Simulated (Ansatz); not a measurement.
**AlBH (quartet): from Hartree-Fock to the top rungs at angle Al2–B1–H3 = 122.5°, 6-31G**

How much of the correlation energy of AlBH (quartet) does each wave-function method recover here?

Method: 6-31G, core rule «outside noble gas», up to 6 orbitals frozen; program: Ansatz 0.2.0, Gaussian basis.

To be run: UHF; CCSD(T) on ROHF; CCSD(T) on UHF; BCCD(T) on ROHF; CISD; CCSDT(Q) on ROHF; CCSDT(Q) on UHF; CCSDTQ on ROHF; CCSDTQ on UHF; CASSCF and MRCISD+Q, 5 electrons in 5 orbitals; CASSCF and NEVPT2, 5 electrons in 5 orbitals; CASSCF and MRCISD+Q, 7 electrons in 9 orbitals; CASSCF and NEVPT2, 7 electrons in 9 orbitals; Full CI.

11 further runs of the same task are left out: 1 for a mislabelled method, 6 that didn't finish, 4 set aside as unsound or not needed.

## Step 1: The system

The geometry derives from a PBE0/def2-TZVP stationary point (not a proven minimum). One angle is set to the value named; bond lengths are kept.

3 atoms, charge 0, spin multiplicity 4.

Atoms are counted from 1 here; the program's logs count them from 0.

Bond lengths: B1–Al2 1.941 Å, B1–H3 1.185 Å. Angles: Al2–B1–H3 122.5°.

## Step 2: UHF

Contents of in.yaml:

```yaml
crystal:
  periodic: [false, false, false]
  atoms:
    - {symbol: B, position_ang: [-0.663958, 0.000000, 1.156254]}
    - {symbol: Al, position_ang: [0.269545, 0.000000, -0.545297]}
    - {symbol: H, position_ang: [-0.093938, 0.000000, 2.195263]}
basis:
  gaussian: {orbitals: 6-31G}
magnetization: {spin_polarized: true, initial_magnetization: 3}
hamiltonian: {xc: hf}
output: {orbitals: {seedname: orbitals}}
```

The run is started by

```console
$ ansatz run in.yaml --threads 1 --pin off --events-out ev --progress --plain --max-ram 2393MiB
```

The runs that follow: CCSD(T) on ROHF; CCSD(T) on UHF; BCCD(T) on ROHF; CISD; CCSDT(Q) on ROHF; CCSDT(Q) on UHF; CCSDTQ on ROHF; CCSDTQ on UHF; CASSCF and MRCISD+Q, 5 electrons in 5 orbitals; CASSCF and NEVPT2, 5 electrons in 5 orbitals; CASSCF and MRCISD+Q, 7 electrons in 9 orbitals; CASSCF and NEVPT2, 7 electrons in 9 orbitals; Full CI.

**Question.** What will the summary of the whole plan be? Wanted: FCI below the RHF energy; RMP2 from FCI; UMP2 from FCI; RCCSD from FCI; RCCSD(T) from FCI; UCCSD(T) from FCI; RCCSDT(Q) from FCI; UCCSDT(Q) from FCI; MRCISD+Q pair from FCI.

As calculated:

| quantity | value |
| --- | --- |
| FCI below the RHF energy | -2.4832 eV |
| RMP2 from FCI | +770.8 meV |
| UMP2 from FCI | +722.0 meV |
| RCCSD from FCI | +107.7 meV |
| RCCSD(T) from FCI | +33.1 meV |
| UCCSD(T) from FCI | +31.6 meV |
| RCCSDT(Q) from FCI | +1.4 meV |
| UCCSDT(Q) from FCI | +0.8 meV |
| MRCISD+Q pair from FCI | +28.4 meV |
| NEVPT2 valence from FCI | +192.1 meV |
| MRCISD+Q valence from FCI | +8.6 meV |
| levels within 1 kcal/mol (43 meV) | RCCSD(T), UCCSD(T), BCCD(T), RCCSDT, UCCSDT, RCCSDT(Q), UCCSDT(Q), RCCSDTQ, UCCSDTQ, MRCISD+Q pair, MRCISD valence, MRCISD+Q valence |
| T1 diagnostic | 0.059 |
| effectively unpaired electrons | 3.04 |

RCCSD(T) lands +33.1 meV from the yardstick (1.3 % of the correlation energy). The occupations are near whole numbers, but T1 = 0.059 shows that the orbitals relax strongly. Of the multireference levels listed MRCISD+Q valence comes nearest in total energy (+8.6 meV), which doesn't show that its space is the better one. These misses are within one basis, not against nature; the frozen cores of restricted and unrestricted runs differ, which can shift their rows.
